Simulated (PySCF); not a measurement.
Input for PySCF: R-HF/STO-3G on propyne (SMILES C#CC), a point of a bond scan (R = 0.956 Å).

```python
from pyscf import gto, scf, dft, mp
from pyscf.data.elements import chemcore

mol = gto.M(
    atom='''
    C    -1.21952000   -0.12580353   -0.15711415
    C     0.21519268    0.02219890    0.02772387
    C     1.39869570    0.14428698    0.18019786
    H    -1.44598792   -1.00663294   -0.76123089
    H    -1.63959773    0.74635303   -0.66207238
    H    -1.72702684   -0.23618072    0.80328101
    H     2.34163153    0.24155858    0.30167891
    ''',
    basis='sto-3g',
    charge=0, spin=0, verbose=3, max_memory=1800)
mf = scf.RHF(mol)
mf.conv_tol = 1e-8
mf.max_cycle = 100
mf.kernel()
if not mf.converged:
    mf = mf.newton().run(mf.mo_coeff, mf.mo_occ)
```

It printed:

```
converged SCF energy = -114.432362050955
```

The calculation finished and met its thresholds.

Cost: around 0.09 core-seconds (rough).
